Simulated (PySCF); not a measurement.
SMILES O (H2O), PBE0/def2-SVP optimised geometry.

```
3

O     -0.37    -0.47     0.00
H      0.59    -0.47     0.00
H     -0.59     0.47     0.00
```

Density from PySCF with PBE0/def2-TZVP at that geometry.

Minimum of the electron density along straight lines between bonded atoms, close to the bond critical point (lines longer than 1.1 times the sum of covalent radii, or with two minima, are not listed):

```json
[
 {"bond": "O1–H2", "length / Å": "0.963", "ρ at the minimum / e bohr⁻³": "0.362", "∇²ρ there / e bohr⁻⁵": "-2.43", "position (fraction from the first atom)": "0.80"},
 {"bond": "O1–H3", "length / Å": "0.963", "ρ at the minimum / e bohr⁻³": "0.362", "∇²ρ there / e bohr⁻⁵": "-2.43", "position (fraction from the first atom)": "0.80"}
]
```
